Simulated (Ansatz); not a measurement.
**NHCl (quartet): the correlation ladder at distance Cl1–H2 along a hydrogen transfer = 1.647 Å, 6-31G**

How much of the correlation energy of NHCl (quartet) does each wave-function method recover here?

Method: 6-31G, core rule «outside noble gas», up to 6 orbitals frozen; program: Ansatz 0.2.0, Gaussian basis.

Plan: UHF; CCSD(T) on ROHF; CCSD(T) on UHF; BCCD(T) on ROHF; CISD; CCSDT(Q) on ROHF; CCSDT(Q) on UHF; CCSDTQ on ROHF; CCSDTQ on UHF; CASSCF and MRCISD+Q, 5 electrons in 5 orbitals; CASSCF and NEVPT2, 5 electrons in 5 orbitals; CASSCF and MRCISD+Q, 13 electrons in 9 orbitals; CASSCF and NEVPT2, 13 electrons in 9 orbitals; Full CI.

## 1. The system

The geometry derives from fragments relaxed apart (PBE0/def2-TZVP) and kept rigid, so it is no stationary point. A hydrogen atom is moved between rigid fragments.

3 atoms, charge 0, spin multiplicity 4.

Atoms are counted from 1 here; the program's logs count them from 0.

Bond lengths: H2–N3 1.317 Å.

## 2. UHF

Contents of in.yaml:

```yaml
crystal:
  periodic: [false, false, false]
  atoms:
    - {symbol: Cl, position_ang: [0.000000, 0.000000, -1.537000]}
    - {symbol: H, position_ang: [0.000000, 0.000000, 0.110000]}
    - {symbol: N, position_ang: [0.000000, 0.000000, 1.427000]}
basis:
  gaussian: {orbitals: 6-31G}
magnetization: {spin_polarized: true, initial_magnetization: 3}
hamiltonian: {xc: hf}
output: {orbitals: {seedname: orbitals}}
```

Run with:

```bash
$ ansatz run in.yaml --threads 1 --pin off --events-out ev --progress --plain --max-ram 2816MiB --backend cpu
```

After this run come: CCSD(T) on ROHF; CCSD(T) on UHF; BCCD(T) on ROHF; CISD; CCSDT(Q) on ROHF; CCSDT(Q) on UHF; CCSDTQ on ROHF; CCSDTQ on UHF; CASSCF and MRCISD+Q, 5 electrons in 5 orbitals; CASSCF and NEVPT2, 5 electrons in 5 orbitals; CASSCF and MRCISD+Q, 13 electrons in 9 orbitals; CASSCF and NEVPT2, 13 electrons in 9 orbitals; Full CI.

Q: Predict the results of all the runs planned. Wanted: FCI below the RHF energy; RMP2 from FCI; UMP2 from FCI; RCCSD from FCI; RCCSD(T) from FCI; UCCSD(T) from FCI; RCCSDT(Q) from FCI; UCCSDT(Q) from FCI; NEVPT2 pair from FCI.

The runs gave:

| quantity | value |
| --- | --- |
| FCI below the RHF energy | -3.3407 eV |
| RMP2 from FCI | +750.8 meV |
| UMP2 from FCI | +668.9 meV |
| RCCSD from FCI | +68.0 meV |
| RCCSD(T) from FCI | +17.4 meV |
| UCCSD(T) from FCI | +14.4 meV |
| RCCSDT(Q) from FCI | +0.7 meV |
| UCCSDT(Q) from FCI | -1.2 meV |
| NEVPT2 pair from FCI | +489.7 meV |
| MRCISD+Q pair from FCI | +43.1 meV |
| NEVPT2 valence from FCI | +575.5 meV |
| levels within 1 kcal/mol (43 meV) | RCCSD(T), UCCSD(T), BCCD(T), RCCSDT, UCCSDT, RCCSDT(Q), UCCSDT(Q), RCCSDTQ, UCCSDTQ, MRCISD+Q pair, MRCISD+Q valence |
| T1 diagnostic | 0.045 |
| effectively unpaired electrons | 3.03 |

**Reading.** RCCSD(T) lands +17.4 meV from the yardstick (0.5 % of the correlation energy). The occupations are near whole numbers, but T1 = 0.045 shows that the orbitals relax strongly. Of the multireference levels listed MRCISD+Q valence comes nearest in total energy (+32.0 meV), which doesn't show that its space is the better one. These misses are within one basis, not against nature; the frozen cores of restricted and unrestricted runs differ, which can shift their rows.
